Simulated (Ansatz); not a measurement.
**AlHF2 (SMILES [F][AlH][F]): functionals against CCSD(T) at one geometry**

An exercise on one series of results from a longer session: the logs are not shown, and one member is left open.

Computed with Ansatz 0.2.0, Gaussian basis. Level: single points in def2-TZVPP.

Correlated methods freeze the cores.

## Where the work starts

SMILES `[F][AlH][F]`, 4 atoms, charge 0, spin multiplicity 1.

Atoms are counted from 1 here; the program's logs count them from 0.

Bond lengths: F1–Al2 1.626 Å, Al2–F3 1.635 Å, Al2–H4 1.506 Å. Angles: F1–Al2–F3 120.9°, F1–Al2–H4 119.5°, F3–Al2–H4 119.6°.

Geometry (Å):

```
F     0.02210   -0.97800    1.29950
Al    0.03940    0.00110    0.00150
F    -1.18920   -0.01230   -1.07720
H     1.20390    0.93240   -0.20850
```

Set-up of the first run:

File run/in.yaml:

```yaml
crystal:
  periodic: [false, false, false]
  atoms:
    - {symbol: F, position_ang: [0.022100, -0.978000, 1.299500]}
    - {symbol: Al, position_ang: [0.039400, 0.001100, 0.001500]}
    - {symbol: F, position_ang: [-1.189200, -0.012300, -1.077200]}
    - {symbol: H, position_ang: [1.203900, 0.932400, -0.208500]}
basis:
  gaussian: {orbitals: def2-TZVPP}
correlation: {method: ccsd_t}
output: {forces: true}
```

No record of the launch command was kept for these runs.

Steps of the session up to this table: CCSD(T)/def2-TZVPP; PBE0-D4/def2-TZVPP; wB97M-V/def2-TZVPP; r2SCAN-D4/def2-TZVPP; PBE-D4/def2-TZVPP; SPW92/def2-TZVPP; r2SCAN0-D4/def2-TZVPP.

One table of the session follows, with a row left open; its other results are not shown here.

| method | RMS force component (eV/Å) | angle to CCSD(T) forces (°) | dipole (D) |
| --- | --- | --- | --- |
| CCSD(T) | 0.309 | reference | 1.10 |
| PBE0-D4 | 0.314 | 11.1 | 1.17 |
| wB97M-V | 0.280 | 10.3 | 1.14 |
| r2SCAN-D4 | ? | ? | ? |
| PBE-D4 | 0.447 | 21.9 | 1.10 |
| SPW92 | 0.349 | 21.3 | 1.19 |
| r2SCAN0-D4 | 0.293 | 35.0 | 1.16 |

Estimate the missing values for r2SCAN-D4.

The run gave: RMS force component (eV/Å): 0.311; angle to CCSD(T) forces (°): 5.0; dipole (D): 1.09. In the column «RMS force component (eV/Å)» it lies between CCSD(T) (0.309) and PBE0-D4 (0.314).
